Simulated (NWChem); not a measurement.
**CH3BO (SMILES [BH3-]C#[O+]): M06-2X/def2-TZVP**

Aim: the vertical ionisation energy of CH3BO at M06-2X/def2-TZVP, from 2 runs. 

The results are computed with NWChem 7.3.0.

2 further runs of the same task are left out: 2 that didn't finish.

### 1 Starting point

CH3BO: 6 atoms, total charge 0, spin state singlet. As SMILES, `[BH3-]C#[O+]`. The coordinates come from a PBE0-D4/def2-TZVP relaxation.

Bond lengths: B1–C2 1.512 Å, C2–O3 1.127 Å, B1–H4 1.209 Å, B1–H5 1.209 Å, B1–H6 1.209 Å. Angles: B1–C2–O3 179.9°, C2–B1–H4 104.6°, C2–B1–H5 104.5°, C2–B1–H6 104.5°, H4–B1–H5 113.9°, H4–B1–H6 113.9°, H5–B1–H6 113.9°.

### 2 Energy and forces at M06-2X/def2-TZVP

Input file struct.nw:

```
START struct
TITLE "CH3BO gradient"
memory total 2200 mb
charge 0
GEOMETRY units angstroms noautosym nocenter noautoz
 B       -0.275160       0.419730      -0.199910
 C        0.494180      -0.755680       0.359250
 O        1.068320      -1.631140       0.776320
 H       -1.437140       0.121710      -0.050320
 H        0.069540       0.485120      -1.356800
 H        0.080260       1.360240       0.471460
END
BASIS spherical bse
 * library def2-TZVP
END
DFT
 xc m06-2x
 grid fine
 convergence energy 1e-08
 maxiter 100
 mulliken
END
TASK dft gradient
```

Launch:

```bash
$ nwchem struct.nw > struct.out
```

Output:

```text
[...]
          Wavefunction type:  closed shell.
          No. of atoms     :     6
          No. of electrons :    22
[...]
          Charge           :     0
          Spin multiplicity:     1
[...]
          AO basis - number of functions:   111
[...]
              XC Information
              --------------
                       M06-2X Method XC Functional
                     Hartree-Fock (Exact) Exchange  0.540
                        M06-2X Exchange Functional  1.000
                      M06-2X Correlation Potential  1.000
[...]
 d= 0,ls=0.0,diis     1   -139.8911278946 -1.97D+02  6.02D-03  5.99D-01     1.9
[...]
 d= 0,ls=0.0,diis     8   -139.9605043728 -6.95D-09  1.10D-06  1.07D-07    13.1
         Total DFT energy =     -139.960504372828
      One electron energy =     -300.699104489532
           Coulomb energy =      122.954087197963
    Exchange-Corr. energy =      -19.045741683658
 Nuclear repulsion energy =       56.830254602398
[...]
      Total Density - Mulliken Population Analysis
     ---------------------------------------------
    Atom       Charge   Shell Charges
 -----------   ------   -------------------------------------------------------
    1 B    5     5.48   0.91  1.06  0.47  0.47  0.06  1.14  1.12  0.16  0.03  0.05  0.00
    2 C    6     5.64   0.86  1.11  0.65  0.57  0.06  1.14  0.96  0.13  0.04  0.11  0.02
    3 O    8     8.01   0.79  1.18  0.63  0.86  0.32  1.86  1.74  0.60  0.01  0.03  0.00
    4 H    1     0.96   0.25  0.48  0.22  0.01
    5 H    1     0.96   0.25  0.48  0.22  0.01
    6 H    1     0.96   0.25  0.48  0.22  0.01
[...]
  wavefunction    = closed shell
                         DFT ENERGY GRADIENTS
    atom               coordinates                        gradient
                 x          y          z           x          y          z
   1 B      -0.519977   0.793175  -0.377775    0.006594  -0.010095   0.004790
   2 C       0.933865  -1.428028   0.678884   -0.010755   0.016409  -0.007812
   3 O       2.018832  -3.082408   1.467032    0.006171  -0.009382   0.004479
   4 H      -2.715801   0.229999  -0.095091   -0.002832  -0.000101   0.000066
   5 H       0.131412   0.916744  -2.563980    0.000390   0.000659  -0.002717
   6 H       0.151669   2.570481   0.890930    0.000432   0.002511   0.001195
[...]
```

It took 24 s on 1 thread of Intel Xeon 6975P-C (Granite Rapids), shared host; peak memory 0.12 GiB.

### 3 The doublet cation: a single-point energy at UM06-2X/def2-TZVP

Input file run.py:

```python
from ase import Atoms
from ase.calculators.nwchem import NWChem

mol = Atoms('BCOHHH', positions=[
    [-0.275160, 0.419730, -0.199910],
    [0.494180, -0.755680, 0.359250],
    [1.068320, -1.631140, 0.776320],
    [-1.437140, 0.121710, -0.050320],
    [0.069540, 0.485120, -1.356800],
    [0.080260, 1.360240, 0.471460],
])

calc = NWChem(
    label='struct',
    theory='dft',
    memory='2200 mb',
    basis='def2-TZVP',
    basispar='spherical bse',
    charge=1,
    dft={'xc': 'm06-2x', 'mult': '2', 'grid': 'fine', 'convergence': 'energy 1e-08', 'iterations': '100', 'mulliken': None},
    task='energy',
)
mol.calc = calc

e = mol.get_potential_energy()
print(f"E = {e:.6f} eV")
```

Launch:

```bash
$ export ASE_NWCHEM_COMMAND="nwchem PREFIX.nwi > PREFIX.nwo"
$ python run.py
```

Output:

```text
E = -3796.219758 eV
```

The calculator wrote struct.nwi:

```
title "struct"

permanent_dir struct

scratch_dir struct

start struct

geometry units angstrom nocenter noautosym noautoz
  B  -2.7516000000000002e-01 4.1972999999999999e-01 -1.9991000000000000e-01
  C  4.9418000000000001e-01 -7.5568000000000002e-01 3.5925000000000001e-01
  O  1.0683199999999999e+00 -1.6311400000000000e+00 7.7632000000000001e-01
  H  -1.4371400000000001e+00 1.2171000000000000e-01 -5.0319999999999997e-02
  H  6.9540000000000005e-02 4.8512000000000000e-01 -1.3568000000000000e+00
  H  8.0259999999999998e-02 1.3602399999999999e+00 4.7145999999999999e-01
end

charge 1

memory 2200 mb

basis spherical bse noprint
   * library def2-TZVP
end

dft
  xc m06-2x
  mult 2
  grid fine
  convergence energy 1e-08
  iterations 100
  mulliken
end

task dft energy
```

struct.nwo:

```text
Northwest Computational Chemistry Package (NWChem) 7.3.0
             --------------------------------------------------------

           Job information
           ---------------

    nwchem branch   = 7.3.0
    use scalapack   = T
    input           = struct.nwi
    prefix          = struct.
    data base       = struct/struct.db
    status          = startup
    nproc           =        1

           Memory information
           ------------------

    heap     =     72089598 doubles =      550.0 Mbytes
    stack    =     72089595 doubles =      550.0 Mbytes
    global   =    144179200 doubles =     1100.0 Mbytes (distinct from heap & stack)
    total    =    288358393 doubles =     2200.0 Mbytes
    verify   = yes
    hardfail = no

           Directory information
           ---------------------

  0 permanent = struct
  0 scratch   = struct

                                NWChem Input Module
                                -------------------

                                      struct
                                      ------

 Scaling coordinates for geometry "geometry" by  1.889725989
 (inverse scale =  0.529177249)

                             Geometry "geometry" -> ""
                             -------------------------

 Output coordinates in angstroms (scale by  1.889725989 to convert to a.u.)

[... 19 lines left out ...]
            Nuclear Dipole moment (a.u.)
[... 64 lines left out ...]
  convergence criterion.
[... 16 lines left out ...]
          Convergence on density requested:  1.00D-05
[... 22 lines left out ...]
          Spatial weights used:  Erf1
[... 3 lines left out ...]
          Convergence aids based upon iterative change in
[... 86 lines left out ...]
         Total DFT energy =     -139.508504059876
[... 1 line left out ...]
           Coulomb energy =      116.983672064306
[... 1 line left out ...]
 Nuclear repulsion energy =       56.830254602398
[... 788 lines left out ...]
                     DFT Final Beta Molecular Orbital Analysis
[... 857 lines left out ...]
   alpha     51     52     53     54     55     56     57     58     59     60
    beta     51     52     53     54     55     56     57     60     58     59
 overlap   0.999  0.993  0.998  0.919  0.977  0.915  0.978  0.996  0.997  0.987

   alpha     61     62     63     64     65     66     67     68     69     70
    beta     61     62     63     65     64     66     67     68     69     70
 overlap   0.993  0.997  0.996  0.838  0.993  0.841  0.997  0.983  0.985  0.996

   alpha     71     72     73     74     75     76     77     78     79     80
    beta     71     72     73     74     75     76     77     78     80     79
 overlap   1.000  0.997  0.999  1.000  0.990  0.999  0.823  0.833  0.974  0.946

   alpha     81     82     83     84     85     86     87     88     89     90
    beta     81     82     83     84     85     86     87     89     88     90
 overlap   0.998  0.996  0.998  0.996  1.000  1.000  0.771  0.663  0.879  0.999

   alpha     91     92     93     94     95     96     97     98     99    100
    beta     91     92     93     94     95     96     97     98     99    100
 overlap   1.000  1.000  1.000  1.000  1.000  1.000  1.000  1.000  0.956  0.956

   alpha    101    102    103    104    105    106    107    108    109    110
    beta    101    102    104    103    105    107    106    108    109    110
 overlap   0.980  0.980  0.970  0.971  1.000  1.000  1.000  1.000  1.000  1.000

   alpha    111
    beta    111
 overlap   1.000

     --------------------------
     Expectation value of S2:
     --------------------------
      <S2> =      0.7574 (Exact =     0.7500)

 center of mass
 --------------
 x =   0.84042370 y =  -1.28392847 z =   0.61080282

 moments of inertia (a.u.)
 ------------------
         154.927320204961          74.843223160901         -35.625095945238
          74.843223160901          89.701869848814          54.384922008188
         -35.625095945238          54.384922008188         178.068025697067

     Multipole analysis of the density
     ---------------------------------

     L   x y z        total         alpha         beta         nuclear
     -   - - -        -----         -----         ----         -------
     0   0 0 0      1.000000    -11.000000    -10.000000     22.000000

     1   1 0 0     -0.116795     -7.919952     -8.918084     16.721240
[... 8 lines of this table left out ...]
     2   0 0 2    -10.835030    -20.137391    -18.770770     28.073130

 Task  times  cpu:       60.1s     wall:       60.1s
 Total times  cpu:       60.1s     wall:       60.1s
```

Wall time 62 s (1 thread of Intel Xeon 6975P-C (Granite Rapids), shared host); peak memory 0.12 GiB.

### 4 What came out

At M06-2X/def2-TZVP:

| quantity | value |
| --- | --- |
| singlet CH3BO: total energy | -139.96050 Eh |
| singlet CH3BO: dipole moment | 1.44 D |
| singlet CH3BO: HOMO energy | -10.79 eV |
| singlet CH3BO: LUMO energy | -0.26 eV |
| singlet CH3BO: HOMO–LUMO gap | 10.53 eV |
| singlet CH3BO: largest force on an atom | 1.086 eV/Å |
| doublet cation: total energy | -139.50850 Eh |
| doublet cation: HOMO energy (highest over α and β) | -18.26 eV |
| doublet cation: LUMO energy (lowest over α and β) | -13.78 eV |
| doublet cation: ⟨S²⟩ | 0.757 |
| vertical ionisation energy (to the doublet cation) | 12.300 eV |

**Reading.** Removing an electron at fixed nuclei costs 12.30 eV (284 kcal/mol). The largest force (singlet CH3BO) is 1.09 eV/Å: the shape isn't a stationary point for this species at this level. The negative HOMO energy of the first species, 10.79 eV, lies 1.50 eV below that difference. Mulliken charges (doublet cation) run from -0.32 on B1 to +0.41 on C2; they depend strongly on the basis.
